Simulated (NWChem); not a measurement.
# C2H5N (ethanimine): levels of theory compared

Aim: a comparison of 4 runs (B3LYP/6-311+G**, M06-2X/6-311+G**, CAM-B3LYP/6-311+G**, PBE0/6-311+G**) of C2H5N (ethanimine). 

The results are computed with NWChem 7.3.0.

### Step 1. The system as given

C2H5N has 8 atoms, charge 0, and is taken as a singlet. As SMILES, `[H]/N=C\C`. The shape is that of a PBE0-D4/def2-TZVP optimisation.

Bond lengths: C1–C2 1.493 Å, C2–N3 1.263 Å, C1–H4 1.094 Å, C1–H5 1.092 Å, C1–H6 1.094 Å, C2–H7 1.095 Å, N3–H8 1.023 Å. Angles: C1–C2–N3 127.9°, C1–C2–H7 115.5°, N3–C2–H7 116.6°, C2–C1–H4 110.3°, C2–C1–H5 111.6°, C2–C1–H6 110.3°, C2–N3–H8 110.6°, H4–C1–H5 109.0°, H4–C1–H6 106.6°, H5–C1–H6 108.9°.

### Step 2. Energy and forces at B3LYP/6-311+G(d,p) (run 1)

File run.py:

```python
from ase import Atoms
from ase.calculators.nwchem import NWChem

molecule = Atoms(['C', 'C', 'N', 'H', 'H', 'H', 'H', 'H'], positions=[
    [-0.471200, 0.591900, -0.316000],
    [0.663100, -0.171000, 0.284300],
    [0.697800, -1.395000, 0.593600],
    [-0.168400, 1.032800, -1.270700],
    [-1.342300, -0.045400, -0.480200],
    [-0.756700, 1.422800, 0.336400],
    [1.571900, 0.409700, 0.476500],
    [-0.194200, -1.845700, 0.376100],
])

calc = NWChem(
    label='c2h5n',
    theory='dft',
    memory='2200 mb',
    basis='6-311+G**',
    basispar='spherical bse',
    dft={'xc': 'b3lyp', 'mult': '1', 'grid': 'fine', 'convergence': 'energy 1e-08', 'iterations': '100', 'mulliken': None, 'print': 'low'},
)
molecule.calc = calc

forces = molecule.get_forces()
print("Total energy (eV):", round(molecule.get_potential_energy(), 6))
print("forces (eV/A):")
for s, f in zip(molecule.symbols, forces):
    print(f"{s:2s} {f[0]:10.5f} {f[1]:10.5f} {f[2]:10.5f}")
```

Run with:

```console
$ export ASE_NWCHEM_COMMAND="nwchem PREFIX.nwi > PREFIX.nwo"
$ python run.py
```

The log of the run:

```text
Total energy (eV): -3646.250746
forces (eV/A):
C    -0.16964    0.15951   -0.10079
C     0.21633    0.28154    0.01157
N     0.09040   -0.40675    0.13159
H    -0.00437    0.01424   -0.03810
H    -0.04217   -0.00499   -0.01440
H    -0.02443    0.02756    0.01738
H     0.00427    0.00334    0.00051
H    -0.07045   -0.07446   -0.00776
```

The calculator wrote c2h5n.nwi:

```
title "c2h5n"

permanent_dir c2h5n

scratch_dir c2h5n

start c2h5n

geometry units angstrom nocenter noautosym noautoz
  C  -4.7120000000000001e-01 5.9189999999999998e-01 -3.1600000000000000e-01
  C  6.6310000000000002e-01 -1.7100000000000001e-01 2.8430000000000000e-01
  N  6.9779999999999998e-01 -1.3950000000000000e+00 5.9360000000000002e-01
  H  -1.6839999999999999e-01 1.0327999999999999e+00 -1.2706999999999999e+00
  H  -1.3423000000000000e+00 -4.5400000000000003e-02 -4.8020000000000002e-01
  H  -7.5670000000000004e-01 1.4228000000000001e+00 3.3639999999999998e-01
  H  1.5719000000000001e+00 4.0970000000000001e-01 4.7649999999999998e-01
  H  -1.9420000000000001e-01 -1.8456999999999999e+00 3.7609999999999999e-01
end

memory 2200 mb

basis spherical bse noprint
   * library 6-311+G**
end

dft
  xc b3lyp
  mult 1
  grid fine
  convergence energy 1e-08
  iterations 100
  mulliken
  print low
end

task dft gradient
```

c2h5n.nwo:

```text
Northwest Computational Chemistry Package (NWChem) 7.3.0
             --------------------------------------------------------

           Job information
           ---------------

    nwchem branch   = 7.3.0
    use scalapack   = T
    input           = c2h5n.nwi
    prefix          = c2h5n.
    data base       = c2h5n/c2h5n.db
    status          = startup
    nproc           =        1

           Memory information
           ------------------

    heap     =     72089596 doubles =      550.0 Mbytes
    stack    =     72089601 doubles =      550.0 Mbytes
    global   =    144179200 doubles =     1100.0 Mbytes (distinct from heap & stack)
    total    =    288358397 doubles =     2200.0 Mbytes
    verify   = yes
    hardfail = no

           Directory information
           ---------------------

  0 permanent = c2h5n
  0 scratch   = c2h5n

                                NWChem Input Module
                                -------------------

                                       c2h5n
                                       -----

[... 25 lines left out ...]
            Nuclear Dipole moment (a.u.)
[... 75 lines left out ...]
   convergence    iter        energy       DeltaE   RMS-Dens  Diis-err    time
[... 13 lines left out ...]
         Total DFT energy =     -133.997244493873
      One electron energy =     -320.246264298835
           Coulomb energy =      134.711721991025
    Exchange-Corr. energy =      -19.622391329670
 Nuclear repulsion energy =       71.159689143608
[... 17 lines left out ...]
     -------------------------------------------
      Total Density - Lowdin Population Analysis
     -------------------------------------------

    Atom       Charge   Shell Charges
 -----------   ------   -------------------------------------------------------
    1 C    6     6.13   1.05  0.92  0.63  0.48  1.45  0.29  1.00  0.06  0.15  0.09
    2 C    6     6.05   1.05  0.92  0.62  0.51  1.39  0.28  0.86  0.07  0.14  0.20
    3 N    7     7.16   1.04  0.94  0.76  0.68  1.64  0.46  1.22  0.11  0.25  0.05
[... 4 lines of this table left out ...]
    8 H    1     0.92   0.28  0.39  0.13  0.13

                         DFT ENERGY GRADIENTS

    atom               coordinates                        gradient
                 x          y          z           x          y          z
   1 C      -0.890439   1.118529  -0.597153    0.003299  -0.003102   0.001960
   2 C       1.253077  -0.323143   0.537249   -0.004207  -0.005475  -0.000225
   3 N       1.318651  -2.636168   1.121741   -0.001758   0.007910  -0.002559
[... 4 lines of this table left out ...]
   8 H      -0.366985  -3.487867   0.710726    0.001370   0.001448   0.000151

 Task  times  cpu:       28.6s     wall:       28.6s
 Total times  cpu:       28.6s     wall:       28.6s
```

Run time: 30 s. Hardware: 1 thread of Intel Xeon Platinum 8259CL at 2.50GHz (Skylake/Cascade Lake), shared host; peak memory 0.12 GiB.

### Step 3. Energy and forces at M06-2X/6-311+G(d,p) (run 2)

File sp.nw:

```
start sp
title "C2H5N M06-2X"
memory stack 880 mb heap 220 mb global 1100 mb

geometry units angstroms noautosym nocenter noautoz
   C    -0.471200    0.591900   -0.316000
   C     0.663100   -0.171000    0.284300
   N     0.697800   -1.395000    0.593600
   H    -0.168400    1.032800   -1.270700
   H    -1.342300   -0.045400   -0.480200
   H    -0.756700    1.422800    0.336400
   H     1.571900    0.409700    0.476500
   H    -0.194200   -1.845700    0.376100
end

basis spherical bse
   * library 6-311+G**
end

dft
   xc m06-2x
   grid fine
   convergence energy 1e-08
   iterations 100
   mulliken
   print low
end

task dft gradient
```

Run with:

```console
$ nwchem sp.nw > sp.out
```

The log of the run:

```text
[...]
 d= 0,ls=0.0,diis     1   -133.8686239373 -2.05D+02  9.21D-03  4.55D-01     3.4
[...]
 d= 0,ls=0.0,diis     8   -133.9229452972  5.91D-09  3.54D-06  4.35D-07    22.9
         Total DFT energy =     -133.922945297189
      One electron energy =     -320.144187285389
           Coulomb energy =      134.602813628630
    Exchange-Corr. energy =      -19.541260784038
 Nuclear repulsion energy =       71.159689143608
[...]
      Total Density - Mulliken Population Analysis
     ---------------------------------------------
    Atom       Charge   Shell Charges
 -----------   ------   -------------------------------------------------------
    1 C    6     6.60   1.11  0.89  0.64  0.73  1.57  0.54  0.93  0.16  0.01  0.04
    2 C    6     5.95   1.11  0.89  0.62  0.77  1.43  0.43  0.68 -0.09  0.03  0.09
    3 N    7     7.29   1.10  0.90  0.75  0.90  1.70  0.80  1.10 -0.00  0.02  0.03
    4 H    1     0.82   0.27  0.46  0.07  0.02
    5 H    1     0.85   0.27  0.46  0.09  0.02
    6 H    1     0.82   0.27  0.46  0.07  0.02
    7 H    1     0.85   0.28  0.48  0.07  0.02
    8 H    1     0.82   0.27  0.43  0.07  0.04
[...]
                         DFT ENERGY GRADIENTS
    atom               coordinates                        gradient
                 x          y          z           x          y          z
   1 C      -0.890439   1.118529  -0.597153    0.004506  -0.003519   0.002504
   2 C       1.253077  -0.323143   0.537249   -0.004753  -0.001465  -0.001397
   3 N       1.318651  -2.636168   1.121741   -0.000895   0.002920  -0.001033
   4 H      -0.318230   1.951709  -2.401275   -0.000012   0.000668  -0.000442
   5 H      -2.536579  -0.085794  -0.907446   -0.000151  -0.000087  -0.000030
   6 H      -1.429956   2.688702   0.635704   -0.000185   0.000782   0.000018
   7 H       2.970460   0.774221   0.900454    0.000675   0.000693   0.000084
   8 H      -0.366985  -3.487867   0.710726    0.000815   0.000008   0.000296
 Task  times  cpu:       31.8s     wall:       31.8s
 Total times  cpu:       31.8s     wall:       31.8s
```

Run time: 32 s. Hardware: 1 thread of Intel Xeon Platinum 8259CL at 2.50GHz (Skylake/Cascade Lake), shared host; peak memory 0.12 GiB.

Run 3 isn't shown in full; the table further down has it.

### Step 4. Energy and gradient at PBE0/6-311+G(d,p) (run 4)

File input.nw:

```
start input
title "C2H5N"
memory total 2200 mb
charge 0
geometry units angstrom noautosym nocenter noautoz
   C     -0.471200     0.591900    -0.316000
   C      0.663100    -0.171000     0.284300
   N      0.697800    -1.395000     0.593600
   H     -0.168400     1.032800    -1.270700
   H     -1.342300    -0.045400    -0.480200
   H     -0.756700     1.422800     0.336400
   H      1.571900     0.409700     0.476500
   H     -0.194200    -1.845700     0.376100
end
basis spherical bse
   * library 6-311+G**
end
dft
   xc pbe0
   grid fine
   convergence energy 1e-08
   iterations 100
   mulliken
end
task dft gradient
```

Run with:

```console
$ nwchem input.nw > input.out
```

The log of the run:

```text
[...]
          Wavefunction type:  closed shell.
          No. of atoms     :     8
          No. of electrons :    24
[...]
          Charge           :     0
          Spin multiplicity:     1
[...]
          AO basis - number of functions:    96
[...]
              XC Information
              --------------
                         PBE0 Method XC Functional
                     Hartree-Fock (Exact) Exchange  0.250
          PerdewBurkeErnzerhof Exchange Functional  0.750
            Perdew 1991 LDA Correlation Functional  1.000 local
           PerdewBurkeErnz. Correlation Functional  1.000 non-local
[...]
 d= 0,ls=0.0,diis     1   -133.7717371156 -2.05D+02  1.11D-02  4.91D-01     2.9
[...]
 d= 0,ls=0.0,diis    10   -133.8259565163 -1.12D-09  1.43D-07  3.50D-10    23.0
         Total DFT energy =     -133.825956516282
      One electron energy =     -320.230724055243
           Coulomb energy =      134.689260918679
    Exchange-Corr. energy =      -19.444182523326
 Nuclear repulsion energy =       71.159689143608
[...]
      Total Density - Mulliken Population Analysis
     ---------------------------------------------
    Atom       Charge   Shell Charges
 -----------   ------   -------------------------------------------------------
    1 C    6     6.61   1.10  0.89  0.64  0.74  1.57  0.50  0.90  0.21  0.02  0.04
    2 C    6     5.94   1.10  0.89  0.62  0.78  1.45  0.44  0.67 -0.10  0.01  0.09
    3 N    7     7.29   1.10  0.90  0.75  0.90  1.71  0.79  1.07  0.01  0.03  0.03
    4 H    1     0.82   0.27  0.48  0.05  0.02
    5 H    1     0.85   0.27  0.49  0.07  0.02
    6 H    1     0.82   0.27  0.48  0.05  0.02
    7 H    1     0.85   0.27  0.50  0.06  0.02
    8 H    1     0.82   0.27  0.46  0.05  0.05
[...]
  wavefunction    = closed shell
                         DFT ENERGY GRADIENTS
    atom               coordinates                        gradient
                 x          y          z           x          y          z
   1 C      -0.890439   1.118529  -0.597153    0.000586  -0.000991   0.000455
   2 C       1.253077  -0.323143   0.537249   -0.000375  -0.003314   0.000655
   3 N       1.318651  -2.636168   1.121741   -0.001217   0.004696  -0.001582
   4 H      -0.318230   1.951709  -2.401275   -0.000133  -0.000193   0.000694
   5 H      -2.536579  -0.085794  -0.907446    0.000841   0.000371   0.000222
   6 H      -1.429956   2.688702   0.635704    0.000290  -0.000474  -0.000474
   7 H       2.970460   0.774221   0.900454   -0.000456  -0.000088  -0.000141
   8 H      -0.366985  -3.487867   0.710726    0.000465  -0.000006   0.000171
[...]
```

Wall time 29 s (1 thread of Intel Xeon Platinum 8259CL at 2.50GHz (Skylake/Cascade Lake), shared host); peak memory 0.12 GiB.

### Step 5. All runs side by side

| run | level | energy (Eh) | largest force (eV/Å) | wall time |
| --- | --- | --- | --- | --- |
| 1 | B3LYP/6-311+G** | -133.997244 | 0.437 | 30 s |
| 2 | M06-2X/6-311+G** | -133.922945 | 0.321 | 32 s |
| 3 | CAM-B3LYP/6-311+G** | -133.918453 | 0.217 | 1.8 min |
| 4 | PBE0/6-311+G** | -133.825957 | 0.262 | 29 s |

### Step 6. What came out

| quantity | value |
| --- | --- |
| run 4: total energy | -133.82596 Eh |
| run 4: dipole moment | 2.71 D |
| run 4: HOMO energy | -7.60 eV |
| run 4: LUMO energy | -0.09 eV |
| run 4: HOMO–LUMO gap | 7.51 eV |
| run 4: largest force on an atom | 0.262 eV/Å |

**Reading.** Totals of different functionals can't be ranked against each other. All runs together took 3.4 min, the longest 1.8 min.
